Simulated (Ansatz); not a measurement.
## Isomers of C3H5NO

3 of its isomers, all singlets with charge 0: A = `NC1(O)C=C1`; B = 3-hydroxypropionitrile `N#CCCO`; C = `OC1=NCC1`.

Shapes, held fixed at every level: PBE0-D4/def2-TZVP. Flexible molecules stand in one conformer, not always the lowest. Programs: Ansatz 0.2.0.

A:

```xyz
10

N    -0.9748   -0.1498   -0.9718
C     0.0589   -0.2481    0.0210
O     0.4367   -1.5876    0.1520
C     0.1092    0.6622    1.1759
C     1.0823    0.7660    0.3144
H    -1.3332    0.7937   -1.0272
H    -0.6153   -0.4095   -1.8836
H    -0.3733   -2.1030    0.0696
H    -0.3236    0.9898    2.1092
H     2.0164    1.2349    0.0436
```

B:

```xyz
10

N    -0.6510   -2.7425    0.5546
C    -0.1136   -1.7356    0.4179
C     0.5247   -0.4447    0.2326
C    -0.4903    0.6457   -0.1240
O     0.1277    1.8997   -0.2438
H     1.2755   -0.5379   -0.5585
H     1.0498   -0.1663    1.1499
H    -1.0316    0.3635   -1.0346
H    -1.2234    0.7339    0.6794
H     0.6154    1.9333   -1.0705
```

C:

```xyz
10

O    -1.0730    1.8114   -0.1231
C    -0.4822    0.6240   -0.1697
N    -0.6911   -0.3510   -0.9689
C     0.3678   -1.1262   -0.2611
C     0.5976    0.0723    0.6918
H    -1.7319    1.8367   -0.8310
H     1.2106   -1.3775   -0.9077
H    -0.0167   -2.0320    0.2114
H     0.3376   -0.0815    1.7400
H     1.5643    0.5727    0.6214
```

Electronic energies in kJ/mol, without zero-point or thermal terms.

**Question.** From chemical knowledge, estimate the order of stability.

**Answer.** B < C < A in rising energy, over a span of 197 kJ/mol, by CCSD(T)/CBS estimate. All levels agree on that. The B − A difference spans -214.0 to -179.5 kJ/mol over the levels. The CBS estimate extrapolates MP2 from def2-TZVPP and def2-QZVPP and adds CCSD(T) − MP2 in the triple-zeta set, cores frozen.

```json
{"level": "r2SCAN-D4/def2-TZVPP", "kind": "meta-GGA", "B − A": "-182.2", "C − A": "-143.7"}
{"level": "BHLYP-D4/def2-TZVPP", "kind": "global hybrid", "B − A": "-202.3", "C − A": "-145.4"}
{"level": "r2SCAN0-D4/def2-TZVPP", "kind": "global hybrid", "B − A": "-179.5", "C − A": "-143.7"}
{"level": "wB97X-V/def2-TZVPP", "kind": "range-separated hybrid", "B − A": "-188.5", "C − A": "-147.8"}
{"level": "MP2/def2-TZVPP", "kind": "perturbation theory", "B − A": "-206.4", "C − A": "-144.4"}
{"level": "CCSD/def2-SVP", "kind": "coupled cluster or CI", "B − A": "-214.0", "C − A": "-151.1"}
{"level": "CCSD(T)/def2-TZVPP", "kind": "coupled cluster or CI", "B − A": "-208.3", "C − A": "-148.4"}
{"level": "CCSD(T)/CBS estimate", "kind": "coupled cluster or CI", "B − A": "-196.6", "C − A": "-139.3"}
```
